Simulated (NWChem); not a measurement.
fluoromethane (CH₃F)

```xyz
5

C      0.6088    -0.1106     0.0000
F     -0.7327     0.1332     0.0000
H      0.8879    -0.6879     0.8972
H      0.8879    -0.6879    -0.8972
H      1.1658     0.8411     0.0000
```
Charge 0, spin multiplicity 1.

Everything below was run with NWChem. All single points use one geometry, from PBE0/def2-SVP, a minimum by its harmonic frequencies.

Symmetry labels belong to the abelian group Cs used in the runs, with the axes of the coordinates shown; states degenerate in a higher group split over its labels.

**Question.** List the lowest 6 singlet excitations that CIS/aug-cc-pVDZ gives, with oscillator strengths.

**Answer.** 
```tsv
state	symmetry	energy (eV)	wavelength (nm)	f
1	a'	10.54	118	0.089
2	a"	10.54	118	0.089
3	a'	10.93	113	0.013
4	a"	10.93	113	0.013
5	a"	11.83	105	0.009
6	a'	11.83	105	0.009
```
